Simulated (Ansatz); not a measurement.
Relaxation of CH₇AlO (10 atoms, charge 0, multiplicity 1), to a largest force component of 0.03 eV/Å in at most 50 steps.

Level of theory: RKS BLYP-D4/6-31G* (Ansatz).

```xyz
10
Properties=species:S:1:pos:R:3
Al -0.064 -0.195 0.063
O -0.031 -0.329 1.821
H -0.884 -0.327 2.294
H 1.395 -0.192 -0.582
C -1.747 -0.103 -0.962
H -2.362 -1.014 -0.849
H -2.375 0.747 -0.639
H -1.542 0.021 -2.040
H 0.237 2.403 0.954
H 0.176 1.835 1.381
```

Question: Where does it end, and by what steps?

Answer: The forces met the threshold. The force dipped under the threshold on the way, but the program's further checks kept it going. After 14 steps the energy has fallen by 0.137 eV; H9 moved furthest, 1.15 Å.

```tsv
step	energy less start (eV)	largest force component (eV/Å)	accepted
0	0.0000	1.386	yes
1	-0.0871	0.323	yes
2	-0.1082	0.276	yes
3	-0.1141	0.265	yes
4	-0.1151	0.205	yes
5	-0.1194	0.101	yes
6	-0.1208	0.422	yes
7	-0.1261	0.196	yes
8	-0.1289	0.260	yes
9	-0.1311	0.422	yes
10	-0.1354	0.104	yes
11	-0.1362	0.024	yes
12	-0.1368	0.041	yes
13	-0.1369	0.104	yes
14	-0.1374	0.030	yes
```

```xyz
10
Properties=species:S:1:pos:R:3
Al -0.084 -0.482 -0.137
O 0.067 -0.181 1.569
H -0.724 0.099 2.069
H 1.285 -0.937 -0.815
C -1.803 -0.288 -1.085
H -2.456 -1.165 -0.915
H -2.373 0.602 -0.762
H -1.646 -0.210 -2.175
H 0.232 3.076 1.882
H 0.304 2.332 1.810
```

Whether the end is a true minimum wasn't checked by a vibrational analysis.

The run took 28 s on 1 thread of Arm Neoverse V2, with other jobs on the host, peak memory 0.13 GiB.
